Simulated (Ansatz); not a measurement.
# H2O− (doublet): wave-function methods side by side at angle H2–O1–H3 = 118.5°, aug-cc-pVDZ

How much of the correlation energy of H2O− (doublet) does each wave-function method recover here?

Method: aug-cc-pVDZ, core rule «outside noble gas», up to 1 orbitals frozen; program: Ansatz 0.2.0, Gaussian basis.

Plan: UHF; CCSD(T) on ROHF; CCSD(T) on UHF; BCCD(T) on ROHF; CISD; CCSDT(Q) on ROHF; CCSDT(Q) on UHF; CASSCF and MRCISD+Q, 3 electrons in 3 orbitals; CASSCF and NEVPT2, 3 electrons in 3 orbitals; CASSCF and MRCISD+Q, 9 electrons in 6 orbitals; CASSCF and NEVPT2, 9 electrons in 6 orbitals.

10 further runs of the same task are left out: 1 for a mislabelled method, 8 that didn't finish, 1 set aside as unsound or not needed.

## 1. What is computed

The geometry derives from a PBE0/def2-TZVPD stationary point (not a proven minimum). One angle is set to the value named; bond lengths are kept.

3 atoms, charge -1, spin multiplicity 2.

Atoms are counted from 1 here; the program's logs count them from 0.

Bond lengths: O1–H2 0.977 Å, O1–H3 0.977 Å. Angles: H2–O1–H3 118.5°.

## 2. UHF

Contents of in.yaml:

```yaml
crystal:
  periodic: [false, false, false]
  atoms:
    - {symbol: O, position_ang: [0.000000, -0.055913, 0.000000]}
    - {symbol: H, position_ang: [0.000000, 0.443764, 0.839881]}
    - {symbol: H, position_ang: [0.000000, 0.443764, -0.839881]}
basis:
  gaussian: {orbitals: aug-cc-pVDZ}
total_charge: -1
magnetization: {spin_polarized: true, initial_magnetization: 1}
hamiltonian: {xc: hf}
output: {orbitals: {seedname: orbitals}}
```

Run with:

```console
ansatz run in.yaml --threads 1 --pin off --events-out ev --progress --plain --max-ram 2393MiB
```

The runs that follow: CCSD(T) on ROHF; CCSD(T) on UHF; BCCD(T) on ROHF; CISD; CCSDT(Q) on ROHF; CCSDT(Q) on UHF; CASSCF and MRCISD+Q, 3 electrons in 3 orbitals; CASSCF and NEVPT2, 3 electrons in 3 orbitals; CASSCF and MRCISD+Q, 9 electrons in 6 orbitals; CASSCF and NEVPT2, 9 electrons in 6 orbitals.

Before running them: what should the planned runs give, taken together? Wanted: UCCSDT(Q) below the RHF energy; RMP2 from UCCSDT(Q); UMP2 from UCCSDT(Q); RCCSD from UCCSDT(Q); RCCSD(T) from UCCSDT(Q); UCCSD(T) from UCCSDT(Q); RCCSDT(Q) from UCCSDT(Q); NEVPT2 pair from UCCSDT(Q); MRCISD+Q pair from UCCSDT(Q).

As calculated:

| quantity | value |
| --- | --- |
| UCCSDT(Q) below the RHF energy | -6.5953 eV |
| RMP2 from UCCSDT(Q) | +408.2 meV |
| UMP2 from UCCSDT(Q) | +406.3 meV |
| RCCSD from UCCSDT(Q) | +192.8 meV |
| RCCSD(T) from UCCSDT(Q) | +23.5 meV |
| UCCSD(T) from UCCSDT(Q) | +23.4 meV |
| RCCSDT(Q) from UCCSDT(Q) | +1.1 meV |
| NEVPT2 pair from UCCSDT(Q) | +453.2 meV |
| MRCISD+Q pair from UCCSDT(Q) | +95.6 meV |
| NEVPT2 valence from UCCSDT(Q) | +947.8 meV |
| levels within 1 kcal/mol (43 meV) | RCCSD(T), UCCSD(T), BCCD(T), RCCSDT, UCCSDT, RCCSDT(Q) |
| T1 diagnostic | 0.020 |
| effectively unpaired electrons | 1.00 |

**Reading.** RCCSD(T) misses by +23.5 meV, 0.4 % of the correlation energy. One determinant dominates. Of the multireference levels listed MRCISD+Q valence comes nearest in total energy (+68.8 meV), which doesn't show that its space is the better one. These misses are within one basis, not against nature; the frozen cores of restricted and unrestricted runs differ, which can shift their rows. The highest orbital lies above zero: the basis alone holds the extra electron.
